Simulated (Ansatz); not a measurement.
Consider the homolysis of the C–F bond: `FC[SiH3]` → `[CH2][SiH3]`• + F•.

Calculated with Ansatz (gas phase, PBE0-D4/def2-TZVP geometries, no zero-point term in ΔE). CBS: MP2 limit from def2 TZ/QZ plus the TZ coupled-cluster correction, frozen cores. This one scheme is used for every species, atoms too. DFT in def2-TZVPP. B3LYP here is the variant with VWN-RPA as its local correlation; programs differ in this. HSE06 is defined as in plane-wave codes. Open shells (•) are unrestricted, without spin–orbit coupling. Spin–orbit coupling would lower the free atoms: a little for F.

`FC[SiH3]`:

Z-matrix (Å, degrees):
```
C
Si 1 1.895
F 1 1.391 2 110.4
H 1 1.095 2 111.2 3 120.0
H 1 1.095 2 111.2 3 -120.0
H 2 1.484 1 110.0 3 60.5
H 2 1.484 1 110.0 3 -60.5
H 2 1.488 1 107.8 3 180.0
```

`[CH2][SiH3]`•:

Z-matrix (Å, degrees):
```
Si
C 1 1.840
H 1 1.487 2 110.3
H 1 1.487 2 110.4 3 -121.0
H 1 1.492 2 111.3 3 119.5
H 2 1.085 1 122.6 3 152.6
H 2 1.085 1 122.6 3 -29.9
```

| level | ΔE (eV) | difference from CCSD(T)/CBS |
| --- | --- | --- |
| LDA (SPW92) | 5.86 | 1.19 |
| PBE-D4 | 4.85 | 0.18 |
| revPBE-D4 | 4.60 | -0.07 |
| BLYP-D4 | 4.67 | 0.00 |
| r2SCAN-D4 | 4.46 | -0.21 |
| B97M-V | 4.52 | -0.15 |
| PBE0-D4 | 4.54 | -0.13 |
| B3LYP-D4 | 4.54 | -0.13 |
| r2SCANh-D4 | 4.37 | -0.30 |
| r2SCAN0-D4 | 4.23 | -0.44 |
| HSE06-D4 | 4.55 | -0.12 |
| BHLYP-D4 | 4.15 | -0.52 |
| CAM-B3LYP-D4 | 4.63 | -0.04 |
| ωB97X-V | 4.67 | 0.00 |
| ωB97M-V | 4.67 | 0.00 |
| B2PLYP | 4.54 | -0.13 |
| PBE-QIDH | 4.50 | -0.17 |
| PBE | 4.83 | 0.16 |
| revPBE | 4.53 | -0.14 |
| BLYP | 4.63 | -0.04 |
| r2SCAN | 4.46 | -0.21 |
| PBE0 | 4.52 | -0.15 |
| r2SCANh | 4.36 | -0.31 |
| CAM-B3LYP | 4.61 | -0.06 |
| LC-ωPBE | 4.59 | -0.08 |
| HF/def2-SVP | 2.70 | -1.97 |
| MP2/def2-SVP | 4.58 | -0.09 |
| CCSD/def2-SVP | 4.24 | -0.43 |
| CCSD(T)/def2-SVP | 4.32 | -0.35 |
| HF/def2-TZVPP | 2.67 | -2.00 |
| MP2/def2-TZVPP | 4.81 | 0.14 |
| SCS-MP2/def2-TZVPP | 4.66 | -0.01 |
| CCSD/def2-TZVPP | 4.35 | -0.32 |
| CCSD(T)/def2-TZVPP | 4.49 | -0.18 |
| HF/def2-QZVPP | 2.68 | -1.99 |
| MP2/def2-QZVPP | 4.91 | 0.24 |
| SCS-MP2/def2-QZVPP | 4.77 | 0.10 |
| HF/CBS(def2) | 2.68 | -1.99 |
| MP2/CBS(def2) | 4.99 | 0.32 |
| CCSD/CBS(def2) | 4.53 | -0.14 |
| CCSD(T)/CBS | 4.67 | 0 |

What do rigid-rotor, harmonic-oscillator terms from PBE0-D4/def2-TZVP frequencies (298.15 K, 1 bar) make of the CCSD(T)/CBS value? (An estimate is asked.)

Ansatz gave: ΔZPE = -0.20 eV, ΔH = +4.53 eV, ΔS = 155 J/(mol·K), ΔG = +4.05 eV. Open shells count their whole term as degenerate. Modes under 50 cm⁻¹ make the entropy rough.

Largest T1 diagnostic among the species: 0.012.

Leaving LDA and LC-ωPBE aside and taking each functional with its dispersion term where it has one, the values spread over 0.70 eV, from BHLYP-D4 to PBE-D4. LDA lies +1.03 eV from PBE without D4, its usual overbinding. At CCSD(T), def2-SVP lies −0.35 eV from the extrapolated value and def2-TZVPP −0.18 eV: correlation converges slowly with the basis, and small sets miss more of it in the bonded molecule than in its fragments. In def2-TZVPP, CCSD(T) changes the Hartree–Fock value by +1.82 eV (the triples alone add +0.14 eV) and MP2 by +2.14 eV; breaking electron pairs costs correlation energy, which Hartree–Fock lacks.

CCSD(T)/CBS has its own doubt, a few kJ/mol and more with outer-core shells, so smaller differences from it don't rank the levels.
